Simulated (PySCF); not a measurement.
Structure with atom numbers: `[N:1]#[C:2][CH:3]1[CH:4]=[CH:5]1`. Each H is labelled by its parent atom.

[PySCF 2.14.0 with density-fitted response routines: coordinates at the PBE0-D3(BJ)/def2-SVP level; J: B3LYP/pcJ-1; B97-2/pcSseg-2 with gauge-including orbitals; relativity neglected; in vacuum; a single conformation; equivalent nuclei averaged]

**Question.** List the cross peaks expected in HSQC, COSY and HMBC spectra.

**Answer.** 

HSQC (one-bond C–H):
```csv
δH,δC,"1J(C,H) (Hz)"
7.09 (H(C4)/H(C5)),113.9 (C4/C5),255
2.02 (H(C3)),4.5 (C3),192
```

COSY cross peaks (|J| ≥ 2 Hz):
```csv
δH,δH,abs. J (Hz),bonds
7.09 (H(C4)/H(C5)),2.02 (H(C3)),2.2,3
```

HMBC (two and three bonds, |J| ≥ 2.5 Hz):
```csv
δH,δC [abs. J in Hz]
7.09 (H(C4)/H(C5)),113.9 (C4/C5) [5.8]
2.02 (H(C3)),128.3 (C2) [10.5]
```

Shifts are taken against calculated references (same method and geometry level): 1H and 13C against TMS.

Unscaled 3J(H,H) at this level run about 10 % above measured values. Shifts are as computed. Against solution values, carbons near 30 ppm lie about +4 ppm off and those near 130 ppm about +7 ppm. Of 1211 compounds with measured shifts, 218 miss one by over three times the rms of a fit or turn the order of signals round; such compounds aren't used in these exercises.
